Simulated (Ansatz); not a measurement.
# CH2N radical (SMILES C=[N]): functionals against CCSD(T) at one geometry

The task here is to estimate one member of a computed series from the others.

Computed with Ansatz 0.2.0, Gaussian basis. Level: single points in def2-TZVPP.

Cores are frozen in the correlated methods. Orbitals are unrestricted.

## Starting geometry

SMILES `C=[N]`, 4 atoms, charge 0, spin multiplicity 2.

Atoms are counted from 1 here; the program's logs count them from 0.

Bond lengths: C1–N2 1.215 Å, C1–H3 1.147 Å, C1–H4 1.199 Å. Angles: N2–C1–H3 126.7°, N2–C1–H4 121.3°, H3–C1–H4 112.0°.

Geometry (Å):

```xyz
4
charge 0, multiplicity 2
C     0.0149   -0.0023   -0.0056
N     0.7333    0.5592    0.7972
H    -0.8858    0.4494   -0.5541
H     0.1805   -1.1560   -0.2887
```

The first run:

Contents of run/in.yaml:

```yaml
crystal:
  periodic: [false, false, false]
  atoms:
    - {symbol: C, position_ang: [0.014900, -0.002300, -0.005600]}
    - {symbol: N, position_ang: [0.733300, 0.559200, 0.797200]}
    - {symbol: H, position_ang: [-0.885800, 0.449400, -0.554100]}
    - {symbol: H, position_ang: [0.180500, -1.156000, -0.288700]}
basis:
  gaussian: {orbitals: def2-TZVPP}
magnetization: {spin_polarized: true, initial_magnetization: 1}
correlation: {method: ccsd_t}
scf: {omitted_lower_state_checks: [cluster_reference]}
output: {forces: true}
```

The command line of these runs was not kept.

Among the steps run: CCSD(T)/def2-TZVPP; PBE0-D4/def2-TZVPP; wB97M-V/def2-TZVPP; r2SCAN-D4/def2-TZVPP; PBE-D4/def2-TZVPP; B97M-V/def2-TZVPP; CAM-B3LYP-D4/def2-TZVPP.

One of the session's tables, all rows but one given; the rest of the session is left out.

```
      method  RMS force component (eV/Å)  angle to CCSD(T) forces (°)  dipole (D)
     CCSD(T)                       1.610                    reference        2.46
     PBE0-D4                       1.295                         10.4        2.50
     wB97M-V                       1.290                         11.9        2.51
   r2SCAN-D4                       1.288                          7.8        2.50
      PBE-D4                       1.288                          2.8        2.46
      B97M-V                       1.273                         13.1        2.39
CAM-B3LYP-D4                           ?                            ?           ?
```

Estimate the missing values for CAM-B3LYP-D4.

**Answer.** RMS force component (eV/Å): 1.244; angle to CCSD(T) forces (°): 15.1; dipole (D): 2.57. In the column «RMS force component (eV/Å)» it is the lowest.

Caveats from the session: The unrestricted reference is spin-contaminated, which hurts MP2 most.
